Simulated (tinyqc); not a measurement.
Worked calculation (part 1 of 2): RHF in the sto-6g basis, for H2O, spin multiplicity 1. Computed by tinyqc, a small Python program that keeps every step (integrals from PySCF). Settings: charge = 0, multiplicity = 1, basis = sto-6g, energy threshold = 1e-10, iteration cap = 73, orthogonalisation = canonical, start = random, DIIS depth = 6, DIIS from iteration = 3, method = RHF. Command: `OMP_NUM_THREADS=1 python tinyqc.py 29558 29559 out.jsonl` (the two numbers bound the seeds that draw the settings). One thread of a shared host (Intel(R) Xeon(R) Processor @ 2.60GHz), about 0.1 s of CPU time with the checks. Later iterations appear only in the table of the cycle.

## One-electron integrals

Geometry (angstrom):
```
atom       x        y       z
O     0.0000   0.0000  0.0000
H     0.0000   0.8490  0.7050
H     0.0000  -0.8490  0.7050
```

Basis sto-6g: exponents (1/bohr^2) and contraction coefficients of normalised primitives:
```
element  l (shell)   exponent  coefficient
O            s (1)  1355.5842       0.0092
O            s (1)   248.5449       0.0494
O            s (1)    69.5339       0.1685
O            s (1)    23.8868       0.3706
O            s (1)     9.2759       0.4165
O            s (1)     3.8203       0.1303
O            s (2)    52.1878      -0.0133
O            s (2)    10.3293      -0.0470
O            s (2)     3.2103      -0.0338
O            s (2)     1.2351       0.2502
O            s (2)     0.5364       0.5951
O            s (2)     0.2459       0.2407
O            p (3)    52.1878       0.0038
O            p (3)    10.3293       0.0377
O            p (3)     3.2103       0.1739
O            p (3)     1.2351       0.4180
O            p (3)     0.5364       0.4259
O            p (3)     0.2459       0.1017
H            s (1)    35.5232       0.0092
H            s (1)     6.5131       0.0494
H            s (1)     1.8221       0.1685
H            s (1)     0.6260       0.3706
H            s (1)     0.2431       0.4165
H            s (1)     0.1001       0.1303
```

Overlap, kinetic and nuclear-attraction integrals over the contracted functions; the nuclear repulsion is the sum of Za Zb / Rab.

nuclear repulsion = 7.983999 hartree

overlap S, order 1O 1s, 1O 2s, 1O 2px, 1O 2py, 1O 2pz, 2H 1s, 3H 1s:
```
[[1.0000, 0.2311, 0.0000, 0.0000, 0.0000, 0.0396, 0.0396],
 [0.2311, 1.0000, 0.0000, 0.0000, 0.0000, 0.3863, 0.3863],
 [0.0000, 0.0000, 1.0000, 0.0000, 0.0000, 0.0000, 0.0000],
 [0.0000, 0.0000, 0.0000, 1.0000, 0.0000, 0.2606, -0.2606],
 [0.0000, 0.0000, 0.0000, 0.0000, 1.0000, 0.2164, 0.2164],
 [0.0396, 0.3863, 0.0000, 0.2606, 0.2164, 1.0000, 0.1919],
 [0.0396, 0.3863, 0.0000, -0.2606, 0.2164, 0.1919, 1.0000]]
```

kinetic energy T (hartree), order 1O 1s, 1O 2s, 1O 2px, 1O 2py, 1O 2pz, 2H 1s, 3H 1s:
```
[[29.3272, -0.8960, 0.0000, 0.0000, 0.0000, -0.0059, -0.0059],
 [-0.8960, 0.8426, 0.0000, 0.0000, 0.0000, 0.0684, 0.0684],
 [0.0000, 0.0000, 2.5313, 0.0000, 0.0000, 0.0000, 0.0000],
 [0.0000, 0.0000, 0.0000, 2.5313, 0.0000, 0.1412, -0.1412],
 [0.0000, 0.0000, 0.0000, 0.0000, 2.5313, 0.1172, 0.1172],
 [-0.0059, 0.0684, 0.0000, 0.1412, 0.1172, 0.7685, -0.0042],
 [-0.0059, 0.0684, 0.0000, -0.1412, 0.1172, -0.0042, 0.7685]]
```

nuclear attraction V (hartree), order 1O 1s, 1O 2s, 1O 2px, 1O 2py, 1O 2pz, 2H 1s, 3H 1s:
```
[[-62.2174, -6.3730, 0.0000, 0.0000, -0.0158, -1.2474, -1.2474],
 [-6.3730, -9.9542, 0.0000, 0.0000, -0.1826, -2.9611, -2.9611],
 [0.0000, 0.0000, -9.8941, 0.0000, 0.0000, 0.0000, 0.0000],
 [0.0000, 0.0000, 0.0000, -10.0001, 0.0000, -1.7666, 1.7666],
 [-0.0158, -0.1826, 0.0000, 0.0000, -9.9672, -1.5181, -1.5181],
 [-1.2474, -2.9611, 0.0000, -1.7666, -1.5181, -5.3088, -1.1156],
 [-1.2474, -2.9611, 0.0000, 1.7666, -1.5181, -1.1156, -5.3088]]
```

core Hamiltonian H = T + V (hartree), order 1O 1s, 1O 2s, 1O 2px, 1O 2py, 1O 2pz, 2H 1s, 3H 1s:
```
[[-32.8902, -7.2690, 0.0000, 0.0000, -0.0158, -1.2533, -1.2533],
 [-7.2690, -9.1116, 0.0000, 0.0000, -0.1826, -2.8927, -2.8927],
 [0.0000, 0.0000, -7.3627, 0.0000, 0.0000, 0.0000, 0.0000],
 [0.0000, 0.0000, 0.0000, -7.4688, 0.0000, -1.6255, 1.6255],
 [-0.0158, -0.1826, 0.0000, 0.0000, -7.4359, -1.4009, -1.4009],
 [-1.2533, -2.8927, 0.0000, -1.6255, -1.4009, -4.5403, -1.1199],
 [-1.2533, -2.8927, 0.0000, 1.6255, -1.4009, -1.1199, -4.5403]]
```

## Two-electron integrals

Functions are numbered as in S; the eight-fold symmetry (ij|kl) = (ji|kl) = (kl|ij) leaves the list below.

Two-electron integrals (ij|kl) in chemists' order, unique and non-zero (hartree):
```
(11|11) 4.7875      (21|11) 0.6759      (21|21) 0.1215      (22|11) 1.1174
(22|21) 0.2492      (22|22) 0.8174      (31|31) 0.0258      (32|31) 0.0391
(32|32) 0.1807      (33|11) 1.1174      (33|21) 0.2492      (33|22) 0.8174
(33|33) 0.8807      (41|41) 0.0258      (42|41) 0.0391      (42|42) 0.1807
(43|43) 0.0475      (44|11) 1.1174      (44|21) 0.2492      (44|22) 0.8174
(44|33) 0.7857      (44|44) 0.8807      (51|51) 0.0258      (52|51) 0.0391
(52|52) 0.1807      (53|53) 0.0475      (54|54) 0.0475      (55|11) 1.1174
(55|21) 0.2492      (55|22) 0.8174      (55|33) 0.7857      (55|44) 0.7857
(55|55) 0.8807      (61|11) 0.1232      (61|21) 0.0212      (61|22) 0.0426
(61|33) 0.0426      (61|41) 0.0008      (61|42) 0.0016      (61|44) 0.0427
(61|51) 0.0007      (61|52) 0.0013      (61|54) 1.34e-04    (61|55) 0.0427
(61|61) 0.0038      (62|11) 0.3119      (62|21) 0.0706      (62|22) 0.2579
(62|33) 0.2535      (62|41) 0.0044      (62|42) 0.0328      (62|44) 0.2613
(62|51) 0.0036      (62|52) 0.0272      (62|54) 0.0064      (62|55) 0.2589
(62|61) 0.0124      (62|62) 0.1031      (63|31) 0.0077      (63|32) 0.0438
(63|43) 0.0067      (63|53) 0.0056      (63|63) 0.0142      (64|11) 0.1778
(64|21) 0.0408      (64|22) 0.1589      (64|33) 0.1519      (64|41) 0.0099
(64|42) 0.0626      (64|44) 0.1699      (64|51) 0.0018      (64|52) 0.0157
(64|54) 0.0094      (64|55) 0.1551      (64|61) 0.0075      (64|62) 0.0772
(64|64) 0.0714      (65|11) 0.1476      (65|21) 0.0339      (65|22) 0.1320
(65|33) 0.1261      (65|41) 0.0018      (65|42) 0.0157      (65|44) 0.1299
(65|51) 0.0092      (65|52) 0.0568      (65|54) 0.0099      (65|55) 0.1399
(65|61) 0.0062      (65|62) 0.0641      (65|64) 0.0475      (65|65) 0.0537
(66|11) 0.4694      (66|21) 0.1082      (66|22) 0.4534      (66|33) 0.4358
(66|41) 0.0083      (66|42) 0.0864      (66|44) 0.4671      (66|51) 0.0069
(66|52) 0.0718      (66|54) 0.0260      (66|55) 0.4574      (66|61) 0.0192
(66|62) 0.2346      (66|64) 0.2003      (66|65) 0.1664      (66|66) 0.7750
(71|11) 0.1232      (71|21) 0.0212      (71|22) 0.0426      (71|33) 0.0426
(71|41) -0.0008     (71|42) -0.0016     (71|44) 0.0427      (71|51) 0.0007
(71|52) 0.0013      (71|54) -1.34e-04   (71|55) 0.0427      (71|61) 0.0037
(71|62) 0.0120      (71|64) 0.0066      (71|65) 0.0060      (71|66) 0.0184
(71|71) 0.0038      (72|11) 0.3119      (72|21) 0.0706      (72|22) 0.2579
(72|33) 0.2535      (72|41) -0.0044     (72|42) -0.0328     (72|44) 0.2613
(72|51) 0.0036      (72|52) 0.0272      (72|54) -0.0064     (72|55) 0.2589
(72|61) 0.0120      (72|62) 0.0829      (72|64) 0.0431      (72|65) 0.0502
(72|66) 0.1533      (72|71) 0.0124      (72|72) 0.1031      (73|31) 0.0077
(73|32) 0.0438      (73|43) -0.0067     (73|53) 0.0056      (73|63) 0.0111
(73|73) 0.0142      (74|11) -0.1778     (74|21) -0.0408     (74|22) -0.1589
(74|33) -0.1519     (74|41) 0.0099      (74|42) 0.0626      (74|44) -0.1699
(74|51) -0.0018     (74|52) -0.0157     (74|54) 0.0094      (74|55) -0.1551
(74|61) -0.0066     (74|62) -0.0431     (74|64) -0.0118     (74|65) -0.0255
(74|66) -0.0719     (74|71) -0.0075     (74|72) -0.0772     (74|74) 0.0714
(75|11) 0.1476      (75|21) 0.0339      (75|22) 0.1320      (75|33) 0.1261
(75|41) -0.0018     (75|42) -0.0157     (75|44) 0.1299      (75|51) 0.0092
(75|52) 0.0568      (75|54) -0.0099     (75|55) 0.1399      (75|61) 0.0060
(75|62) 0.0502      (75|64) 0.0255      (75|65) 0.0409      (75|66) 0.1012
(75|71) 0.0062      (75|72) 0.0641      (75|74) -0.0475     (75|75) 0.0537
(76|11) 0.1102      (76|21) 0.0252      (76|22) 0.1004      (76|33) 0.0980
(76|44) 0.0998      (76|51) 0.0020      (76|52) 0.0180      (76|55) 0.1034
(76|61) 0.0044      (76|62) 0.0404      (76|64) 0.0262      (76|65) 0.0283
(76|66) 0.0970      (76|71) 0.0044      (76|72) 0.0404      (76|74) -0.0262
(76|75) 0.0283      (76|76) 0.0200      (77|11) 0.4694      (77|21) 0.1082
(77|22) 0.4534      (77|33) 0.4358      (77|41) -0.0083     (77|42) -0.0864
(77|44) 0.4671      (77|51) 0.0069      (77|52) 0.0718      (77|54) -0.0260
(77|55) 0.4574      (77|61) 0.0184      (77|62) 0.1533      (77|64) 0.0719
(77|65) 0.1012      (77|66) 0.3085      (77|71) 0.0192      (77|72) 0.2346
(77|74) -0.2003     (77|75) 0.1664      (77|76) 0.0970      (77|77) 0.7750
```

## Orthogonalisation

S = U s U^T; canonical form X = U s^(-1/2), so that X^T S X = 1. Each column of U has its largest component positive (the first on a tie).

eigenvalues of S: [0.4362, 0.5232, 0.8852, 1.0000, 1.1004, 1.2849, 1.7701]

X, order 1O 1s, 1O 2s, 1O 2px, 1O 2py, 1O 2pz, 2H 1s, 3H 1s:
```
[[-0.3320, 0.0000, 0.7358, 0.0000, -0.6184, 0.0000, 0.1711],
 [1.0344, 0.0000, -0.3056, 0.0000, -0.3178, 0.0000, 0.4379],
 [0.0000, 0.0000, 0.0000, 1.0000, 0.0000, 0.0000, 0.0000],
 [0.0000, 0.8455, 0.0000, 0.0000, 0.0000, 0.6980, 0.0000],
 [0.5032, 0.0000, 0.6586, 0.0000, 0.6197, 0.0000, 0.2166],
 [-0.6555, -0.7734, -0.1747, 0.0000, 0.1437, 0.3815, 0.3853],
 [-0.6555, 0.7734, -0.1747, 0.0000, 0.1437, -0.3815, 0.3853]]
```

## Starting guess

The start is random orthonormal orbitals; D = 2 C_occ C_occ^T.

D at the start, order 1O 1s, 1O 2s, 1O 2px, 1O 2py, 1O 2pz, 2H 1s, 3H 1s:
```
[[1.6209, -0.2410, 0.2802, -0.4860, 0.5925, -0.2265, -0.3843],
 [-0.2410, 1.5417, 0.1668, 0.5724, -0.1860, -1.3779, 0.5491],
 [0.2802, 0.1668, 1.7282, 0.1940, -0.3061, 0.4000, -0.0978],
 [-0.4860, 0.5724, 0.1940, 1.8886, 0.6589, -0.9901, 0.0315],
 [0.5925, -0.1860, -0.3061, 0.6589, 1.3764, -0.1768, 0.2957],
 [-0.2265, -1.3779, 0.4000, -0.9901, -0.1768, 2.1442, 0.0675],
 [-0.3843, 0.5491, -0.0978, 0.0315, 0.2957, 0.0675, 0.9553]]
```

## Iteration 1: building the Fock matrix

J_ij = sum D_kl (ij|kl), K_ij = sum D_kl (ik|jl); F = H + J - 0.5 K; E = tr D H + tr D J / 2 - 0.25 tr D K + E_nn.

Coulomb J (hartree), order 1O 1s, 1O 2s, 1O 2px, 1O 2py, 1O 2pz, 2H 1s, 3H 1s:
```
[[15.2103, 2.7861, 0.0321, -0.0075, 0.0293, 0.4896, 0.4896],
 [2.7861, 7.6785, 0.1087, 0.0109, 0.1389, 2.4912, 2.4673],
 [0.0321, 0.1087, 7.6499, 0.0251, -0.0257, 0.0273, 0.0190],
 [-0.0075, 0.0109, 0.0251, 7.7136, 0.0414, 1.5650, -1.5297],
 [0.0293, 0.1389, -0.0257, 0.0414, 7.6720, 1.3390, 1.3110],
 [0.4896, 2.4912, 0.0273, 1.5650, 1.3390, 4.8475, 1.0013],
 [0.4896, 2.4673, 0.0190, -1.5297, 1.3110, 1.0013, 4.6634]]
```

exchange K (hartree), order 1O 1s, 1O 2s, 1O 2px, 1O 2py, 1O 2pz, 2H 1s, 3H 1s:
```
[[7.5753, 1.1140, 0.3836, -0.4864, 0.5282, 0.0300, 0.2574],
 [1.1140, 1.9956, 0.3371, -0.1603, 0.0509, 0.4601, 0.9458],
 [0.3836, 0.3371, 1.9296, 0.2406, -0.2152, 0.2235, -0.0078],
 [-0.4864, -0.1603, 0.2406, 1.8710, 0.3342, 0.2453, -0.5148],
 [0.5282, 0.0509, -0.2152, 0.3342, 1.7648, 0.4710, 0.4638],
 [0.0300, 0.4601, 0.2235, 0.2453, 0.4710, 1.1621, 0.3802],
 [0.2574, 0.9458, -0.0078, -0.5148, 0.4638, 0.3802, 1.2857]]
```

Fock matrix F (hartree), order 1O 1s, 1O 2s, 1O 2px, 1O 2py, 1O 2pz, 2H 1s, 3H 1s:
```
[[-21.4675, -5.0399, -0.1596, 0.2357, -0.2506, -0.7786, -0.8924],
 [-5.0399, -2.4309, -0.0599, 0.0910, -0.0692, -0.6316, -0.8983],
 [-0.1596, -0.0599, -0.6777, -0.0952, 0.0819, -0.0844, 0.0229],
 [0.2357, 0.0910, -0.0952, -0.6907, -0.1257, -0.1832, 0.3532],
 [-0.2506, -0.0692, 0.0819, -0.1257, -0.6463, -0.2974, -0.3219],
 [-0.7786, -0.6316, -0.0844, -0.1832, -0.2974, -0.2738, -0.3087],
 [-0.8924, -0.8983, 0.0229, 0.3532, -0.3219, -0.3087, -0.5197]]
```

total energy of this density = -64.578018 hartree

## Iteration 1: diagonalisation and new density

Diagonalise F' = X^T F X, C = X C', fill 5 alpha and 5 beta electrons from the bottom; D = 2 C_occ C_occ^T. Each column has its largest component positive (the first on a tie).

F' = X^T F X (hartree):
```
[[-0.5081, -0.2033, 2.2164, 0.0726, -1.8261, -0.0768, 0.4092],
 [-0.2033, 0.1024, 0.0471, 0.0025, -0.1120, -0.2391, -0.0826],
 [2.2164, 0.0471, -9.7130, -0.0345, 9.1791, 0.0137, -4.0784],
 [0.0726, 0.0025, -0.0345, -0.6777, 0.1597, -0.1074, -0.0595],
 [-1.8261, -0.1120, 9.1791, 0.1597, -10.1685, -0.1991, 4.3575],
 [-0.0768, -0.2391, 0.0137, -0.1074, -0.1991, -0.6477, 0.1728],
 [0.4092, -0.0826, -4.0784, -0.0595, 4.3575, 0.1728, -2.9611]]
```

orbital energies (hartree): [-21.4757, -1.3601, -0.8120, -0.7738, -0.5571, 0.1072, 0.2977]

coefficients C, order 1O 1s, 1O 2s, 1O 2px, 1O 2py, 1O 2pz, 2H 1s, 3H 1s:
```
[[0.9983, -0.2304, -0.0127, 0.0248, 0.0405, 0.0512, 0.0933],
 [0.0085, 0.9513, 0.0528, -0.1657, -0.3188, -0.3704, -0.5310],
 [0.0076, 0.0116, 0.3769, -0.6559, 0.6426, -0.1129, -0.0439],
 [-0.0113, -0.0322, 0.7674, -0.0258, -0.4919, -0.2978, 0.5297],
 [0.0143, 0.0114, 0.4175, 0.6675, 0.3342, -0.3925, -0.4817],
 [-0.0054, -0.0464, 0.1073, 0.0577, 0.1940, 1.1465, -0.0625],
 [-0.0058, 0.1896, -0.0679, 0.2096, 0.3091, -0.0893, 1.0886]]
```

D after iteration 1, order 1O 1s, 1O 2s, 1O 2px, 1O 2py, 1O 2pz, 2H 1s, 3H 1s:
```
[[2.1041, -0.4567, 0.0198, -0.0683, 0.0728, 0.0264, -0.0617],
 [-0.4567, 2.0739, -0.1302, 0.3419, -0.3682, -0.2200, 0.0868],
 [0.0198, -0.1302, 1.9707, -0.0207, -0.1309, 0.2534, 0.0754],
 [-0.0683, 0.3419, -0.0207, 1.6654, 0.2765, -0.0261, -0.4312],
 [0.0728, -0.3682, -0.1309, 0.2765, 1.4636, 0.2951, 0.4338],
 [0.0264, -0.2200, 0.2534, -0.0261, 0.2951, 0.1094, 0.1120],
 [-0.0617, 0.0868, 0.0754, -0.4312, 0.4338, 0.1120, 0.3601]]
```

## Iteration 2: building the Fock matrix

As before.

Coulomb J (hartree), order 1O 1s, 1O 2s, 1O 2px, 1O 2py, 1O 2pz, 2H 1s, 3H 1s:
```
[[17.9843, 3.2175, -0.0041, 0.0091, -0.0075, 0.5663, 0.5655],
 [3.2175, 8.4719, -0.0167, 0.0151, -0.0015, 2.6187, 2.6358],
 [-0.0041, -0.0167, 8.4757, 0.0004, -0.0088, -0.0039, -0.0045],
 [0.0091, 0.0151, 0.0004, 8.4799, 0.0045, 1.5944, -1.6147],
 [-0.0075, -0.0015, -0.0088, 0.0045, 8.4601, 1.3263, 1.3429],
 [0.5663, 2.6187, -0.0039, 1.5944, 1.3263, 4.5331, 1.0161],
 [0.5655, 2.6358, -0.0045, -1.6147, 1.3429, 1.0161, 4.6906]]
```

exchange K (hartree), order 1O 1s, 1O 2s, 1O 2px, 1O 2py, 1O 2pz, 2H 1s, 3H 1s:
```
[[9.8293, 1.5604, 0.0015, -0.0030, 0.0100, 0.2923, 0.2924],
 [1.5604, 2.7041, -0.0266, 0.0961, -0.0886, 0.8198, 0.9370],
 [0.0015, -0.0266, 2.2876, 0.0109, -0.0658, 0.0640, 0.0099],
 [-0.0030, 0.0961, 0.0109, 2.1876, 0.1226, 0.4422, -0.5694],
 [0.0100, -0.0886, -0.0658, 0.1226, 2.0852, 0.4467, 0.4918],
 [0.2923, 0.8198, 0.0640, 0.4422, 0.4467, 0.5752, 0.3264],
 [0.2924, 0.9370, 0.0099, -0.5694, 0.4918, 0.3264, 0.9706]]
```

Fock matrix F (hartree), order 1O 1s, 1O 2s, 1O 2px, 1O 2py, 1O 2pz, 2H 1s, 3H 1s:
```
[[-19.8205, -4.8317, -0.0049, 0.0106, -0.0283, -0.8331, -0.8340],
 [-4.8317, -1.9917, -0.0035, -0.0330, -0.1398, -0.6840, -0.7255],
 [-0.0049, -0.0035, -0.0309, -0.0051, 0.0241, -0.0359, -0.0095],
 [0.0106, -0.0330, -0.0051, -0.0827, -0.0568, -0.2522, 0.2955],
 [-0.0283, -0.1398, 0.0241, -0.0568, -0.0184, -0.2980, -0.3039],
 [-0.8331, -0.6840, -0.0359, -0.2522, -0.2980, -0.2948, -0.2670],
 [-0.8340, -0.7255, -0.0095, 0.2955, -0.3039, -0.2670, -0.3349]]
```

total energy of this density = -75.182424 hartree

## Iteration 2: diagonalisation and new density

As before.

F' = X^T F X (hartree):
```
[[-0.0554, -0.0950, 2.0793, 0.0399, -1.6813, -0.0587, 0.5124],
 [-0.0950, 0.6000, -0.0112, 0.0162, -0.0179, 0.0984, -0.0341],
 [2.0793, -0.0112, -8.3423, 0.0213, 8.7540, -0.0247, -3.7746],
 [0.0399, 0.0162, 0.0213, -0.0309, 0.0125, -0.0136, -0.0146],
 [-1.6813, -0.0179, 8.7540, 0.0125, -9.3173, -0.0191, 4.1286],
 [-0.0587, 0.0984, -0.0247, -0.0136, -0.0191, -0.3459, 0.0076],
 [0.5124, -0.0341, -3.7746, -0.0146, 4.1286, 0.0076, -2.6842]]
```

orbital energies (hartree): [-19.8244, -0.9619, -0.3601, -0.1865, -0.0352, 0.5047, 0.6875]

coefficients C, order 1O 1s, 1O 2s, 1O 2px, 1O 2py, 1O 2pz, 2H 1s, 3H 1s:
```
[[0.9963, -0.2136, -0.0043, 0.1247, 0.0096, 0.0682, 0.0691],
 [0.0166, 0.8045, 0.0306, -0.6454, -0.0598, -0.4545, -0.4254],
 [0.0002, 0.0070, 0.0371, -0.0013, 0.9950, -0.0884, -0.0277],
 [-0.0006, 0.0315, 0.6108, -0.0167, -0.0517, -0.5495, 0.7232],
 [0.0029, 0.1538, 0.0582, 0.6494, -0.0725, -0.6259, -0.5216],
 [-0.0033, 0.1713, 0.4192, 0.3784, 0.0693, 1.0025, -0.1221],
 [-0.0035, 0.2267, -0.4884, 0.3769, 0.0462, 0.0238, 0.9687]]
```

D after iteration 2, order 1O 1s, 1O 2s, 1O 2px, 1O 2py, 1O 2pz, 2H 1s, 3H 1s:
```
[[2.1079, -0.4730, 0.0159, -0.0250, 0.1002, 0.0124, -0.0048],
 [-0.4730, 2.1373, -0.1039, 0.1157, -0.5785, -0.1956, -0.1573],
 [0.0159, -0.1039, 1.9828, -0.0571, -0.1395, 0.1704, 0.0578],
 [-0.0250, 0.1157, -0.0571, 0.7541, 0.0666, 0.5031, -0.5997],
 [0.1002, -0.5785, -0.1395, 0.0666, 0.9080, 0.5829, 0.4957],
 [0.0124, -0.1956, 0.1704, 0.5031, 0.5829, 0.7062, -0.0401],
 [-0.0048, -0.1573, 0.0578, -0.5997, 0.4957, -0.0401, 0.8682]]
```

## Iteration 11 (converged): orbitals

converged F (hartree), order 1O 1s, 1O 2s, 1O 2px, 1O 2py, 1O 2pz, 2H 1s, 3H 1s:
```
[[-20.5260, -4.9650, 0.0000, 0.0000, -0.0248, -0.8578, -0.8578],
 [-4.9650, -2.3096, 0.0000, 0.0000, -0.0763, -0.7915, -0.7915],
 [0.0000, 0.0000, -0.3955, 0.0000, 0.0000, 0.0000, 0.0000],
 [0.0000, 0.0000, 0.0000, -0.2401, 0.0000, -0.3501, 0.3501],
 [-0.0248, -0.0763, 0.0000, 0.0000, -0.2817, -0.3334, -0.3334],
 [-0.8578, -0.7915, 0.0000, -0.3501, -0.3334, -0.4197, -0.2634],
 [-0.8578, -0.7915, 0.0000, 0.3501, -0.3334, -0.2634, -0.4197]]
```

As before.

F' = X^T F X (hartree):
```
[[-0.2132, 0.0000, 2.2117, 0.0000, -1.7424, 0.0000, 0.4438],
 [0.0000, 0.5572, 0.0000, 0.0000, 0.0000, 0.1027, 0.0000],
 [2.2117, 0.0000, -8.8276, 0.0000, 8.9111, 0.0000, -3.8584],
 [0.0000, 0.0000, 0.0000, -0.3955, 0.0000, 0.0000, 0.0000],
 [-1.7424, 0.0000, 8.9111, 0.0000, -9.7917, 0.0000, 4.2602],
 [0.0000, 0.1027, 0.0000, 0.0000, 0.0000, -0.5354, 0.0000],
 [0.4438, 0.0000, -3.8584, 0.0000, 4.2602, 0.0000, -2.8917]]
```

orbital energies (hartree): [-20.5289, -1.2193, -0.5450, -0.4489, -0.3955, 0.4728, 0.5667]

coefficients C, order 1O 1s, 1O 2s, 1O 2px, 1O 2py, 1O 2pz, 2H 1s, 3H 1s:
```
[[0.9969, -0.2276, 0.0000, 0.0876, 0.0000, -0.1009, 0.0000],
 [0.0142, 0.8898, 0.0000, -0.4812, 0.0000, 0.6577, 0.0000],
 [0.0000, 0.0000, 0.0000, 0.0000, 1.0000, 0.0000, 0.0000],
 [0.0000, 0.0000, 0.6165, 0.0000, 0.0000, 0.0000, 0.9066],
 [0.0024, 0.0870, 0.0000, 0.7379, 0.0000, 0.7522, 0.0000],
 [-0.0028, 0.1389, 0.4516, 0.3342, 0.0000, -0.7059, -0.7347],
 [-0.0028, 0.1389, -0.4516, 0.3341, 0.0000, -0.7059, 0.7347]]
```

D after iteration 11, order 1O 1s, 1O 2s, 1O 2px, 1O 2py, 1O 2pz, 2H 1s, 3H 1s:
```
[[2.1064, -0.4610, 0.0000, 0.0000, 0.0945, -0.0102, -0.0102],
 [-0.4610, 2.0471, 0.0000, 0.0000, -0.5553, -0.0744, -0.0744],
 [0.0000, 0.0000, 2.0000, 0.0000, 0.0000, 0.0000, 0.0000],
 [0.0000, 0.0000, 0.0000, 0.7603, 0.0000, 0.5569, -0.5569],
 [0.0945, -0.5553, 0.0000, 0.0000, 1.1041, 0.5173, 0.5173],
 [-0.0102, -0.0744, 0.0000, 0.5569, 0.5173, 0.6698, -0.1460],
 [-0.0102, -0.0744, 0.0000, -0.5569, 0.5173, -0.1460, 0.6698]]
```

## Convergence

Stop when the energy changes by less than 1e-10 hartree and every element of the error matrix X^T (F D S - S D F) X is below 3e-06.

Course of the cycle:
```
iteration  E (hartree)     change  largest element of the error matrix
1           -64.578018          -                             8.98e+00
2           -75.182424  -1.06e+01                             6.65e-01
3           -75.626846  -4.44e-01                             1.05e-01
4           -75.652255  -2.54e-02                             4.83e-02
5           -75.655749  -3.49e-03                             1.82e-02
6           -75.656773  -1.02e-03                             4.91e-03
7           -75.656830  -5.65e-05                             6.95e-04
8           -75.656831  -1.14e-06                             1.84e-04
9           -75.656831  -8.57e-08                             2.60e-05
10          -75.656831  -2.01e-09                             5.00e-06
11          -75.656831  -3.92e-11                             1.13e-06
```

PySCF RHF in the same basis = -75.656831 hartree

Converged in 11 iterations.
